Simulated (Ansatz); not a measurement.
**C₃H₅N: small, medium and large basis sets**

The task here is to estimate one member of a computed series from the others.

Method: one geometry, several basis sets; program: Ansatz 0.2.0, Gaussian basis.

Levels to be run: PBE0-D4/def2-SVP; ωB97M-V/def2-SVP; PBE0-D4/def2-QZVPP; ωB97M-V/def2-QZVPP; the functionals' def2-TZVPP values are taken from earlier runs.

## The geometry

All runs share one geometry, relaxed beforehand with PBE0-D4 in a triple-zeta def2 set.

SMILES `NC1=CC1`, 9 atoms, charge 0, spin multiplicity 1.

Atoms are counted from 1 here; the program's logs count them from 0.

Bond lengths: N1–C2 1.351 Å, N1–H5 1.007 Å, N1–H6 1.005 Å, C2–C3 1.295 Å, C2–C4 1.480 Å, C3–C4 1.508 Å, C3–H7 1.074 Å, C4–H8 1.094 Å, C4–H9 1.094 Å. Angles: C2–N1–H5 117.3°, C2–N1–H6 116.6°, H5–N1–H6 114.8°, N1–C2–C3 152.7°, N1–C2–C4 141.5°, C3–C2–C4 65.5°, C2–C3–C4 63.2°, C2–C3–H7 151.5°, C4–C3–H7 145.2°, C2–C4–C3 51.4°, C2–C4–H8 119.4°, C2–C4–H9 119.4°, C3–C4–H8 120.1°, C3–C4–H9 120.1°, H8–C4–H9 113.1°.

The first run:

in.yaml reads:

```yaml
crystal:
  periodic: [false, false, false]
  atoms:
    - {symbol: N, position_ang: [-0.340008, 1.296031, -0.820657]}
    - {symbol: C, position_ang: [0.110311, 0.187430, -0.193387]}
    - {symbol: C, position_ang: [1.010649, -0.710298, 0.053078]}
    - {symbol: C, position_ang: [-0.351995, -0.928458, 0.661700]}
    - {symbol: H, position_ang: [0.349537, 1.928326, -1.192433]}
    - {symbol: H, position_ang: [-1.148512, 1.741372, -0.422177]}
    - {symbol: H, position_ang: [1.994139, -1.121123, -0.077632]}
    - {symbol: H, position_ang: [-0.509442, -0.757361, 1.730805]}
    - {symbol: H, position_ang: [-1.026278, -1.682218, 0.243702]}
basis:
  gaussian: {orbitals: def2-SVP}
hamiltonian: {xc: pbe0, dispersion: d4}
output: {orbitals: {seedname: orbitals}}
```

Launch:

```
$ ansatz run in.yaml --threads 2 --pin off --events-out ev --progress --plain --max-ram 4352MiB
```

Steps of the session up to this table: PBE0-D4 in def2-SVP; ωB97M-V in def2-SVP; PBE0-D4 in def2-QZVPP; ωB97M-V in def2-QZVPP.

One of the session's tables, all rows but one given; the rest of the session is left out.

It belongs to the step «Density functionals: the series». 

```
functional       basis  HOMO (eV)  LUMO (eV)
   PBE0-D4    def2-SVP      -5.72       1.63
   PBE0-D4  def2-TZVPP      -5.84       1.01
   PBE0-D4  def2-QZVPP      -5.88       0.54
   ωB97M-V    def2-SVP          ?          ?
   ωB97M-V  def2-TZVPP      -8.03       2.40
   ωB97M-V  def2-QZVPP      -8.06       1.64
```

**Question.** Estimate the row for ωB97M-V, def2-SVP.

The run gave: HOMO (eV): -7.90; LUMO (eV): 3.38. In the column «HOMO (eV)» it lies between ωB97M-V, def2-TZVPP (-8.03) and PBE0-D4, def2-QZVPP (-5.88).
